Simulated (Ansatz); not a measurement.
Consider a test of scalar relativity of ClMg (the Ansatz DFT code, driven from Python).

The script, `x2c_clmg.py`:
```python
'''Scalar relativity in ClMg.'''

import ansatz as az
import numpy as np

mol = (
    az.Crystal.molecule()
    .atom('Mg', (1.0522, -0.3998, 0.524))
    .atom('Cl', (-1.0228, 0.3397, -0.5199))
)

job = (
    mol.calculation()
    .functional('pbe0')
    .spin('collinear', total=1)
    .forces()
)
# a set contracted for a scalar-relativistic Hamiltonian goes with the relativistic run
sets = {'none': 'cc-pVTZ', 'scalar': 'cc-pVTZ-DK'}
found = {kind: job.basis(gaussian=basis).pseudopotentials(relativity=kind).run(threads=1).report for kind, basis in sets.items()}
for kind, each in found.items():
    dipole = 4.803205 * np.linalg.norm(each['charge_distribution']['dipole_moment_e_ang'])
    print(f'{kind:7s} E = {each["free_energy_ev"]:.4f} eV  dipole {dipole:.3f} D  largest force component {np.abs(each["forces_ev_ang"]).max():.4f} eV/A')
print(f'relativity lowers the total energy by {found["none"]["free_energy_ev"] - found["scalar"]["free_energy_ev"]:.3f} eV')
```

What does scalar relativity change in the total energy and in the dipole?

The total moves by -47.0 eV, nearly all in the cores, and the dipole from 4.51 to 4.50 D.

What the script printed:

Running `python x2c_clmg.py` prints:
```text
none    E = -17961.9065 eV  dipole 4.506 D  largest force component 1.3421 eV/A
scalar  E = -18008.9326 eV  dipole 4.502 D  largest force component 1.3416 eV/A
relativity lowers the total energy by 47.026 eV
```

Notes:
- Total energies depend on the basis set; only differences at equal settings carry meaning.
- The geometry is a force-field or estimated start, not a minimum of this method. The basis set changes with the Hamiltonian (a set recontracted for scalar relativity), and most of the change in the total lies in the cores.
- The species is open-shell (spin multiplicity 2).
- The spin state was assumed, and another may lie lower.
- The whole script took 7.2 s on 1 thread of Arm Neoverse N1, with other jobs on the host, peak memory 0.21 GiB.
